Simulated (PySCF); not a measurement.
PN.
SMILES: `N#P`

Method used: PySCF 2.14.0, PBE0-D3(BJ)/def2-SVP geometry optimisation, gas phase.

Take the most abundant isotopes and a rigid rotor. 

Task: What are the moment of inertia and the rotational constant?

Result: I = 21.369 u·Å², B = 505379 MHz·u·Å²/I = 23650 MHz (0.7889 cm⁻¹, or 1.135 K as hB/k). For two atoms I = μr² with μ = 9.6434 u and r = 1.4886 Å.

Task: List the first levels of a rigid rotor in a Σ state.

Result: E(J) = BJ(J+1): J = 1: 1.578, J = 2: 4.733, J = 3: 9.467, J = 4: 15.778, J = 5: 23.667, J = 6: 33.133 cm⁻¹.

Task: Where do the first rotational lines fall?

Result: The dipole is 2.54 D; J+1 ← J lies at 2B(J+1): 1 ← 0 at 47.30 GHz, 2 ← 1 at 94.60 GHz, 3 ← 2 at 141.90 GHz, 4 ← 3 at 189.20 GHz, 5 ← 4 at 236.50 GHz, 6 ← 5 at 283.80 GHz.

Task: Estimate the classical rotational partition function at 25 K, 50 K and 100 K.

Result: Point group C∞v, symmetry number σ = 1; q = kT/(σhB), k/h = 20836.6 MHz/K: 22.0 at 25 K, 44.1 at 50 K, 88.1 at 100 K.

No PBE0-D3(BJ)/def2-SVP frequencies stand behind this structure, so it isn't proved a minimum. These are rigid-rotor constants of the computed structure; measured ground-state constants (B0) also hold zero-point vibration.

The run took 1.6 s wall on Arm Neoverse N1, one thread, shared host with 64 logical CPUs at a one-minute load of 59, and the process peaked at 0.24 GiB of memory. This is the geometry optimisation.
